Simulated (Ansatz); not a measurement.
triplet CH₃Cl: levels of theory in one basis

```xyz
5

C     0.5243    0.6969    0.7017
Cl   -0.3072   -0.4084   -0.4112
H     1.4302    1.0809    0.2165
H    -0.1464    1.5291    0.9493
H     0.7937    0.1518    1.6148
```

Basis set: def2-SVP (spherical functions). Frozen core: 6 orbitals. Charge 0, multiplicity 3.

Computed with Ansatz (development build ahead of 0.2.0); each method stands on the lowest determinant of its kind that the runs found.

```json
{"method": "ROHF", "E − E(ROHF) (eV)": "0.00", "<S²> of the determinant": "2.00"}
{"method": "UHF", "E − E(ROHF) (eV)": "-0.20", "<S²> of the determinant": "2.01"}
{"method": "UHF-MP2", "E − E(ROHF) (eV)": "-7.50", "<S²> of the determinant": "2.01"}
{"method": "UHF-CCSD(T)", "E − E(ROHF) (eV)": "-8.63", "<S²> of the determinant": "2.01"}
```

Question: Is a single determinant a sound starting point here?

Answer: Only with care. Unrestricted orbitals gain 0.20 eV and <S²> is 2.01 against 2.00 for a pure state, but several determinants compete.

Caution: another spin multiplicity may lie lower; the determinant breaks the point group.
